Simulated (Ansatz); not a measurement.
System: CaB6-type CaB6. Method: RPBE in Ansatz (PAW).

Settings: plane-wave cutoff 520 eV, 8×8×8 k mesh, Fermi–Dirac smearing 0.01 eV, scalar-relativistic PAW data made under PBE.

Computed at the level's own relaxed cell.

```
CELL_PARAMETERS angstrom
      4.17822     0.00000     0.00000
      0.00000     4.17822     0.00000
      0.00000     0.00000     4.17822
ATOMIC_POSITIONS crystal
  Ca 0.00000 0.00000 0.00000
  B  0.79809 0.50000 0.50000
  B  0.50000 0.20191 0.50000
  B  0.50000 0.79809 0.50000
  B  0.20191 0.50000 0.50000
  B  0.50000 0.50000 0.79809
  B  0.50000 0.50000 0.20191
```

List the 18 lowest band energies at Γ above −25 eV (eV, relative to the valence band maximum), grouping those that round alike.

At Γ: -22.38 (×3), -14.39, -6.80, -6.60 (×3), -5.35 (×2), -0.35 (×3), 2.76 (×3), 3.34 (×2).

Ansatz is a quantum-chemistry and plane-wave program.
